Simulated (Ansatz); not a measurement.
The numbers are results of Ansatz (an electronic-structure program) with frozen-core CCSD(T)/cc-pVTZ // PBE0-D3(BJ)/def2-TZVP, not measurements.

Ansatz 0.2 input:
```yaml
crystal:
  periodic: [false, false, false]
  atoms:
    - { symbol: F, position_ang: [1.455809, -0.228523, 0.517249] }
    - { symbol: Si, position_ang: [0.0, 0.0, 0.0] }
    - { symbol: F, position_ang: [-0.065328, 1.342871, -0.794719] }
    - { symbol: F, position_ang: [-0.979698, 0.065637, 1.214509] }
    - { symbol: F, position_ang: [-0.410782, -1.179985, -0.937039] }
basis:
  gaussian: { orbitals: cc-pVTZ }
correlation:
  method: ccsd_t
```

Output:

```
Functional definition: HF
960 factors; integrals over basis functions are off by at most 6.7e-4 eV
mean field evaluation 1: about -18695.1399 eV, gradient 4.5e1 eV
mean field evaluation 2: about -18695.2883 eV, gradient 4.6e1 eV
mean field evaluation 4: about -18698.2220 eV, gradient 1.8e0 eV
mean field evaluation 8: about -18698.2442 eV, gradient 5.9e-2 eV
mean field evaluation 16: about -18697.1243 eV, gradient 2.7e1 eV
mean field -18698.24422019 eV, -687.1478009668 hartree, gradient 1.6e-6 eV, S^2 0.000000; 0 other end points of the search recorded, 0 dependent functions left out
9 core orbitals not correlated
reference -18698.24422019 eV, -687.1478009668 hartree; 16, 16 occupied and 129, 129 virtual orbitals, 960 factors
second order -30.17965490 eV of doubles, -0.00000000 eV of singles
cycle   1  -29.52816207 eV  change    6.5e-1 eV  update   9.6e-2
cycle   2  -30.04607419 eV  change   -5.2e-1 eV  update   2.5e-2
cycle   3  -30.15952566 eV  change   -1.1e-1 eV  update   1.2e-2
cycle   4  -30.13667369 eV  change    2.3e-2 eV  update   2.0e-3
cycle   5  -30.13508899 eV  change    1.6e-3 eV  update   7.1e-4
cycle   6  -30.13564215 eV  change   -5.5e-4 eV  update   1.7e-4
cycle   7  -30.13547370 eV  change    1.7e-4 eV  update   5.4e-5
cycle   8  -30.13544449 eV  change    2.9e-5 eV  update   1.0e-5
perturbative correction -0.84612351 eV, -0.0310944655 hartree
Total energy: -18729.22578819 eV, -688.2863525908 hartree
```

Cost: about 15 core-seconds (a rough figure).
